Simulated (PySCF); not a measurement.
carbon monosulfide, CS, SMILES [C-]#[S+], point group C∞v.

Force field and properties: PBE0/pcSseg-2 (PySCF, grid level 2). Vibrational terms come from second-order perturbation theory with semi-diagonal cubic constants, by steps of ±0.6 along the normal coordinates of each isotopologue. The parent has the commonest isotopes.

Equilibrium geometry (Å):

```tsv
atom	x	y	z
C1	0.7701	-0.0131	-0.0095
S2	-0.7590	0.0182	-0.0471
```

Task: Give the equilibrium and ground-state rotational constants (MHz) of parent; ¹³C at 1; ³⁴S at 2; ¹³C at 1, ³⁴S at 2.

Result: 
```tsv
species	Be	B0	harmonic ZPE (cm⁻¹)
parent	24748	24667	667
¹³C at 1	23359	23285	648
³⁴S at 2	24351	24272	661
¹³C at 1, ³⁴S at 2	22962	22890	642
```

Task: And its quartic centrifugal distortion constants from the harmonic force field?

Result: Linear top: D = 38 kHz.
